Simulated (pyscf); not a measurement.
Structures and frequencies: ωB97X-D3(BJ)/def2-SVP in PySCF.

**Question.** Estimate by transition-state theory the rate constant of HO–Zn–SeH + hydrogen chloride (HCl) → HO–Zn–Cl + H₂Se (singlet surface; Se–Zn, Cl–H broken, Cl–Zn, H–Se formed) at 600 K, with ωB97M-D3(BJ)/def2-TZVP energies (ideal gas, 1 atm, RRHO with modes under 100 cm⁻¹ raised to 100, one conformer, R ln 2 for chiral ones without a mode under 150 cm⁻¹; no tunnelling).

**Answer.** The electronic barrier is 3.6 kcal/mol and the thermal terms add +19.4, so ΔG‡ = 23.0 kcal/mol. With k_BT/h = 1.25e+13 s⁻¹ and RT = 1.192 kcal/mol, and a volume of 8.18e-20 cm³ per molecule at 1 atm, k = 4.4e-15 cm³ molecule⁻¹ s⁻¹. Wigner's tunnelling factor for 745i cm⁻¹ would be 1.13. A shift of 1 kcal/mol in the barrier changes k by a factor 2.3. On the reactant side the descent ends in a complex, 6.3 kcal/mol under the separated species and 6.8 kcal/mol under the saddle at ωB97X-D3(BJ)/def2-TZVP. On the product side the descent ends in an adduct with a Se–Zn contact, 10.9 kcal/mol under the separated species and 14.6 kcal/mol under the saddle at ωB97X-D3(BJ)/def2-TZVP. What is counted as broken (Se–Zn) persists as a longer contact in the product adduct; parting that adduct is a step of its own. At ωB97X-D3(BJ)/def2-TZVP the barrier from the zero used here is 0.5 kcal/mol. This is the saddle that the search found; another between the same sides may lie lower. Elements up to Kr have no core potential and no relativistic terms here.
